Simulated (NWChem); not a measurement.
System: C₃H₄, triplet; SMILES of the neutral closed-shell parent C#CC

Input file for NWChem:

```
start job
memory heap 200 mb stack 900 mb global 1100 mb
geometry units angstroms noautosym nocenter noautoz
  C      0.080077    -1.145541     0.000000
  C     -0.480835     0.212905     0.000000
  C      0.096995     1.413632     0.000000
  H     -0.236908    -1.709558    -0.892637
  H     -0.236908    -1.709558     0.892637
  H      1.188369    -1.106439     0.000000
  H      1.174719     1.655660     0.000000
end
basis spherical
  * library def2-svp
end
dft
  odft
  mult 3
  xc pbe0
  iterations 150
end
cosmo
  do_cosmo_smd true
  solvent clbenzen
end
task dft energy
```

Excerpt of the output:

```
             Northwest Computational Chemistry Package (NWChem) 7.3.0
             --------------------------------------------------------

                             Geometry "geometry" -> ""
                             -------------------------

 Output coordinates in angstroms (scale by  1.889725989 to convert to a.u.)

  No.       Tag          Charge          X              Y              Z
 ---- ---------------- ---------- -------------- -------------- --------------
    1 C                    6.0000     0.08007700    -1.14554100     0.00000000
    2 C                    6.0000    -0.48083500     0.21290500     0.00000000
    3 C                    6.0000     0.09699500     1.41363200     0.00000000
    4 H                    1.0000    -0.23690800    -1.70955800    -0.89263700
    5 H                    1.0000    -0.23690800    -1.70955800     0.89263700
    6 H                    1.0000     1.18836900    -1.10643900     0.00000000
    7 H                    1.0000     1.17471900     1.65566000     0.00000000

 Effective nuclear repulsion energy (a.u.)      57.6329576523

                                 NWChem DFT Module
                                 -----------------

 Summary of "ao basis" -> "ao basis" (spherical)
 ------------------------------------------------------------------------------
       Tag                 Description            Shells   Functions and Types
 ---------------- ------------------------------  ------  ---------------------
 C                          def2-svp                 6       14   3s2p1d
 H                          def2-svp                 3        5   2s1p

 in cosmo_initialize ...
 calling solv_data for solv:clbenzen

 solvent parameters
 solvname_short: clbenzen
 solvname_long:  chlorobenzene
 dielec:        5.6968
 dielecinf:     2.3229
 nonaqueous SMD model solvent descriptors
 dielec:        5.6968
 sola:          0.0000
 solb:          0.0700
 solc:          0.8570
 solg:         47.4800
 solh:          0.1430
 soln:          1.5241

          ---------------
          -cosmo- solvent
          ---------------
 Cosmo: York-Karplus, doi: 10.1021/jp992097l
 dielectric constant -eps-     =   5.70
 screen = (eps-1)/(eps    )    =   0.82446
 surface charge correction     = lagrangian

   van der Waals surface
 --------------------------

[...]

                                COSMO-SMD solvation results
                                ---------------------------

             internal energy in gas <Psi(g)|H|Psi(g)> =      -116.289716888854
         internal energy in solvent <Psi(s)|H|Psi(s)> =      -116.288984680958
                               delta internal energy  =         0.000732207897 (    0.46 kcal/mol)
   total free energy in solvent <Psi(s)|H+V/2|Psi(s)> =      -116.293565967676
 polarization energy contribution <Psi(s)|V/2|Psi(s)> =        -0.004581286718 (   -2.87 kcal/mol)
    total free energy in solvent including G(SMD-CDS) =      -116.293788656908
                       G(SMD-CDS) energy contribution =        -0.000222689233 (   -0.14 kcal/mol)
     1 M fixed-concentration free energy of solvation =        -0.004071768054 (   -2.56 kcal/mol)

                    DFT Final Alpha Molecular Orbital Analysis
                    ------------------------------------------

 Vector   10  Occ=1.000000D+00  E=-3.338781D-01
              MO Center= -1.3D-01,  5.5D-01, -1.8D-09, r^2= 2.5D+00
   Bfn.  Coefficient  Atom+Function         Bfn.  Coefficient  Atom+Function
  ----- ------------  ---------------      ----- ------------  ---------------
    33      0.410784  3 C  py                18     -0.339446  2 C  px
    36      0.226056  3 C  py                53      0.200498  6 H  s
    21     -0.196271  2 C  px                32     -0.186621  3 C  px
     4      0.169714  1 C  px                31      0.153936  3 C  s
    19     -0.125811  2 C  py                35     -0.124286  3 C  px

 Vector   11  Occ=1.000000D+00  E=-2.937203D-01
              MO Center= -1.4D-01,  6.2D-01,  2.6D-09, r^2= 2.1D+00
   Bfn.  Coefficient  Atom+Function         Bfn.  Coefficient  Atom+Function
  ----- ------------  ---------------      ----- ------------  ---------------
    34      0.426579  3 C  pz                20      0.372771  2 C  pz
    37      0.288106  3 C  pz                23      0.242637  2 C  pz
     6     -0.143709  1 C  pz                43      0.143982  4 H  s
    48     -0.143982  5 H  s                 44      0.084341  4 H  s
    49     -0.084341  5 H  s                  9     -0.076355  1 C  pz

 Vector   12  Occ=1.000000D+00  E=-2.199905D-01
              MO Center= -2.8D-01,  7.4D-01, -1.7D-09, r^2= 2.3D+00
   Bfn.  Coefficient  Atom+Function         Bfn.  Coefficient  Atom+Function
  ----- ------------  ---------------      ----- ------------  ---------------
    18      0.413818  2 C  px                21      0.368591  2 C  px
    17     -0.298170  2 C  s                 32     -0.278993  3 C  px
    31      0.275339  3 C  s                 36      0.238596  3 C  py
    58     -0.214654  7 H  s                 35     -0.213473  3 C  px
    33      0.211015  3 C  py                30      0.204096  3 C  s

 Vector   13  Occ=0.000000D+00  E= 3.917322D-03
              MO Center= -1.8D-01,  6.4D-01,  1.7D-09, r^2= 2.4D+00
   Bfn.  Coefficient  Atom+Function         Bfn.  Coefficient  Atom+Function
  ----- ------------  ---------------      ----- ------------  ---------------
    23      0.634780  2 C  pz                37     -0.618646  3 C  pz
    20      0.463831  2 C  pz                34     -0.418915  3 C  pz
    44      0.221238  4 H  s                 49     -0.221238  5 H  s
    43      0.128362  4 H  s                 48     -0.128362  5 H  s
    11      0.033542  1 C  d -1

[...]
```

Level: PBE0/def2-SVP, spin-unrestricted, SMD on the gas-phase geometry. In the optimisation the excess spin sits in a' (Cs, its own frame). The geometry was optimised at PBE0/def2-SVP, spin-unrestricted. The spin multiplicity was typed, not searched, and may not be the lowest. No stability test was run on the SCF state. Solvent: chlorobenzene.
